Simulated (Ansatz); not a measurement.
Predict the output of the script below (the Ansatz DFT code, driven from Python).

Script `run_methods.py`:
```python
import ansatz as az
from ase import Atoms


def main() -> None:
    atoms = Atoms(['C', 'C', 'C', 'C', 'H', 'H', 'H', 'H', 'H', 'H'], positions=[
        (-0.9726, 0.7201, -0.6538),
        (-0.0879, -0.1528, -0.0686),
        (0.3834, -1.3151, 0.1898),
        (1.1585, -0.1551, 0.754),
        (-1.7783, 0.2193, -1.2583),
        (-1.5334, 1.3701, 0.0994),
        (-0.4851, 1.4586, -1.3396),
        (0.4239, -2.356, 0.1005),
        (0.9539, 0.0343, 1.8545),
        (2.0205, 0.1254, 0.3252),
    ])
    molecule = az.Crystal.molecule_from_ase(atoms)

    base = molecule.calculation().basis(gaussian='def2-SVP')

    methods = ['mp2', 'ccsd', 'ccsd_t']
    reports = [base.correlation(m).run().report for m in methods]
    print(f'Hartree-Fock reference {reports[0]["reference_energy_ev"] / 27.211386246:.6f} Ha')
    best = reports[-1]['free_energy_ev'] - reports[-1]['reference_energy_ev']
    for method, each in zip(methods, reports):
        gained = each['free_energy_ev'] - each['reference_energy_ev']
        print(f'{method:8s} total {each["free_energy_ev"] / 27.211386246:.6f} Ha  correlation {gained:9.4f} eV  ({100 * gained / best:.1f} % of the last)')


if __name__ == '__main__':
    main()
```

```console
$ python run_methods.py
Hartree-Fock reference -154.735276 Ha
mp2      total -155.280636 Ha  correlation  -14.8400 eV  (90.0 % of the last)
ccsd     total -155.320365 Ha  correlation  -15.9211 eV  (96.5 % of the last)
ccsd_t   total -155.341335 Ha  correlation  -16.4917 eV  (100.0 % of the last)
```

Notes:
- These settings explore the input space; basis and method may be short of convergence.
- The geometry is a force-field or estimated start, not a minimum of this method, and the basis set is short of its limit. A lower total doesn't mark the better method: functionals have no common bound, and MP2 and coupled cluster aren't variational.
- Inner cores stay frozen, so this is valence correlation.
- Run time: 9.7 s on 1 thread of Arm Neoverse V2, on a shared host, peak memory 0.38 GiB.
